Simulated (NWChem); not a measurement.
Everything below was run with NWChem. System: Li$_{2}$, charge 0, spin multiplicity 1, at a geometry optimised with PBE0/def2-SVP. The structure started from a generated list of species. Level: real-time TD-PBE0/6-31G* (spherical d).

Job file:

```
start mol
memory heap 200 mb stack 900 mb global 1100 mb
geometry "system" units angstroms nocenter noautoz noautosym
  Li     0.000000     0.000000     1.393559
  Li     0.000000     0.000000    -1.393559
end
set geometry "system"
basis spherical
  * library 6-31g*
end
dft
  xc pbe0
  semidirect memsize 60000000 filesize 0
  iterations 100
  convergence energy 1e-10 density 1e-9 gradient 1e-8
  tolerances tight
end
task dft energy
rt_tddft
  tmax 150.0
  dt 0.2
  tag "kick"
  print dipole
  field "kick"
    type delta
    polarization x
    max 0.0001
  end
  excite "system" with "kick"
end
task dft rt_tddft
```

Output (cleaned and shortened):

```
             Northwest Computational Chemistry Package (NWChem) 7.3.0
             --------------------------------------------------------

                                NWChem Input Module
                                -------------------

 Scaling coordinates for geometry "system" by  1.889725989
 (inverse scale =  0.529177249)

                              Geometry "system" -> ""
                              -----------------------

 Output coordinates in angstroms (scale by  1.889725989 to convert to a.u.)

  No.       Tag          Charge          X              Y              Z
 ---- ---------------- ---------- -------------- -------------- --------------
    1 Li                   3.0000     0.00000000     0.00000000     1.39355900
    2 Li                   3.0000     0.00000000     0.00000000    -1.39355900

 Effective nuclear repulsion energy (a.u.)       1.7087885195

            Nuclear Dipole moment (a.u.)
            ----------------------------
        X                 Y               Z
 ---------------- ---------------- ----------------
     0.0000000000     0.0000000000     0.0000000000


 Summary of "ao basis" -> "" (spherical)
 ------------------------------------------------------------------------------
       Tag                 Description            Shells   Functions and Types
 ---------------- ------------------------------  ------  ---------------------
 *                           6-31g*                   on all atoms

                                 NWChem DFT Module
                                 -----------------

 Summary of "ao basis" -> "ao basis" (spherical)
 ------------------------------------------------------------------------------
       Tag                 Description            Shells   Functions and Types
 ---------------- ------------------------------  ------  ---------------------
 Li                          6-31g*                  6       14   3s2p1d

 Summary of "ao basis" -> "ao basis" (spherical)
 ------------------------------------------------------------------------------
       Tag                 Description            Shells   Functions and Types
[...]
        11        0.00        1.12462103E-01
        12        0.00        1.22169520E-01
        13        0.00        1.22169520E-01
        14        0.00        1.48419153E-01
        15        0.00        1.62556464E-01
        16        0.00        1.62556464E-01
        17        0.00        1.74075686E-01
        18        0.00        3.65579965E-01
        19        0.00        4.04924994E-01
        20        0.00        4.04924994E-01
        21        0.00        4.35622080E-01
        22        0.00        4.35622106E-01
        23        0.00        5.00415023E-01
        24        0.00        5.00415055E-01
        25        0.00        5.24689100E-01
        26        0.00        6.33361856E-01
        27        0.00        6.33361856E-01
        28        0.00        8.65316810E-01

kick      0.00000        ### Propagation started ###
kick      0.00000        ### Checks passed ###
kick      0.00000   1.000000000000E-004   0.000000000000E+000   0.000000000000E+000     # Applied E-field [system] (alpha spin)
kick      0.00000   1.000000000000E-004   0.000000000000E+000   0.000000000000E+000     # Applied E-field [system] (beta spin)
kick      0.00000   1.708788519538E+000     # Enuc
kick      0.00000  -2.303111393455E+001     # Ecore
kick      0.00000   1.002090212169E+001     # Ecoul
kick      0.00000  -3.659042585556E+000     # Exc(1)
kick      0.00000   0.000000000000E+000     # Exc(2)
kick      0.00000  -1.496046587888E+001     # Etot
kick      0.00000  -7.105427357601E-015     # Eadded
kick      0.00000  -8.672034522336E-015  -2.692284408066E-013  -1.473749941527E-012     # Dipole moment [system]
kick      0.00000        ### Saved restart file ###
kick      0.00000   7.283063041541E-014     # Magnus interpol (matrix 1 of 1)
kick      0.00000                     2     # Magnus total interpolations
kick      0.20000   0.000000000000E+000   0.000000000000E+000   0.000000000000E+000     # Applied E-field [system] (alpha spin)
kick      0.20000   0.000000000000E+000   0.000000000000E+000   0.000000000000E+000     # Applied E-field [system] (beta spin)
kick      0.20000   1.708788519538E+000     # Enuc
kick      0.20000  -2.303111393442E+001     # Ecore
kick      0.20000   1.002090212167E+001     # Ecoul
kick      0.20000  -3.659042585546E+000     # Exc(1)
kick      0.20000   0.000000000000E+000     # Exc(2)
kick      0.20000  -1.496046587876E+001     # Etot
kick      0.20000   1.196411858473E-010     # Eadded
kick      0.20000   2.390969900400E-006  -2.692543528027E-013  -1.473422632324E-012     # Dipole moment [system]
kick      0.20000   8.859579736509E-014     # Magnus interpol (matrix 1 of 1)
kick      0.20000                     2     # Magnus total interpolations
kick      0.40000   0.000000000000E+000   0.000000000000E+000   0.000000000000E+000     # Applied E-field [system] (alpha spin)
kick      0.40000   0.000000000000E+000   0.000000000000E+000   0.000000000000E+000     # Applied E-field [system] (beta spin)
kick      0.40000   1.708788519538E+000     # Enuc
...
kick     28.60000   1.708788519538E+000     # Enuc
kick     28.60000  -2.303111393430E+001     # Ecore
kick     28.60000   1.002090212150E+001     # Ecoul
kick     28.60000  -3.659042585497E+000     # Exc(1)
kick     28.60000   0.000000000000E+000     # Exc(2)
kick     28.60000  -1.496046587876E+001     # Etot
kick     28.60000   1.203090960189E-010     # Eadded
kick     28.60000   4.958447584100E-005  -2.687038669212E-013  -1.562199535931E-012     # Dipole moment [system]
kick     28.60000   2.220446049250E-016     # Magnus interpol (matrix 1 of 1)
kick     28.60000                     2     # Magnus total interpolations
kick     28.80000   0.000000000000E+000   0.000000000000E+000   0.000000000000E+000     # Applied E-field [system] (alpha spin)
kick     28.80000   0.000000000000E+000   0.000000000000E+000   0.000000000000E+000     # Applied E-f
```
